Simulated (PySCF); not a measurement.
CO₂ + H₂O → H₂CO + O₂

Level: PBE in the def2-TZVP basis family, all electrons, no relativity, computed in PySCF with density fitting; open shells unrestricted.

| species | state and structure | ZPE (kJ/mol) | H(298 K) − H(0) (kJ/mol) | S° (J/(mol K)) |
| --- | --- | --- | --- | --- |
| CO₂ | singlet, D∞h, C–O 1.171 Å (×2) | 29.8 | 9.4 | 214.2 |
| H₂O | singlet, C2v, O–H 0.971 Å (×2); H–O–H 104.3° | 54.3 | 9.9 | 189.0 |
| H₂CO | singlet, C2v, C–H 1.119 Å (×2), C–O 1.208 Å; H–C–H 115.8°, H–C–O 122.1° (×2) | 67.3 | 10.0 | 218.9 |
| O₂ | triplet, D∞h, O–O 1.219 Å | 9.3 | 8.7 | 205.2 |

(1) Is the gas-phase reaction uphill or downhill in electronic energy at this level, and by how much?

(2) Add zero-point, thermal and entropy terms for 298.15 K and 1 bar.

## Answers

(1) At PBE/def2-TZVP, ΔE = 492.9 kJ/mol, uphill. 

(2) ΔZPE = -7.5 and Δ[H(298) − H(0)] = -0.6 kJ/mol give ΔH° = 484.8 kJ/mol. ΔS° = 20.9 J/(mol K), so ΔG° = 484.8 − 298.15 × (0.0209) = 479 kJ/mol.

Each species is the lowest minimum found with this bonding; other isomers or fragments can lie lower.
